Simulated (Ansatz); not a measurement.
Zinc-blende AlAs, relaxed in Ansatz (plane waves) with several semilocal functionals. Each gives its own volume and its own zone-centre TO phonon frequency:

```
level   V0 (Å³/atom)  TO(Γ) frequency (cm⁻¹)   ln V0  ln ω_TO
------  ------------  ----------------------  ------  -------
LDA           22.296                   358.4  3.1044   5.8816
revPBE        23.894                   341.3  3.1736   5.8328
RPBE          24.034                   339.9  3.1795   5.8287
BLYP          24.337                   332.9  3.1920   5.8078
```

Fit a straight line to ln ω_TO against ln V0. What does it predict for PBE, whose volume is 23.498 Å³/atom?

With x = ln V0 and y = ln ω_TO: means 3.16237 and 5.83772; Σ(Δx Δy) = -0.003640, Σ(Δx²) = 0.004658, so the slope is -0.781. At x = 3.1569 the line gives y = 5.83772 + (-0.781) × (3.1569 − 3.16237) = 5.8420, or 344.5 cm⁻¹. The run with PBE gives 345.4 cm⁻¹, +0.3 % from the line. The rows used scatter about it by up to 0.7 %, while the largest value lies 8 % above the smallest.

Measured: 361 cm⁻¹ (measured, temperature not stated, not corrected to a static lattice; as tabulated in Giannozzi et al., Phys. Rev. B (1991)).

Ansatz's density-functional and Hartree–Fock values are scalar-relativistic unless marked +SOC, with PAW data made under PBE.

Ansatz is a first-principles code.
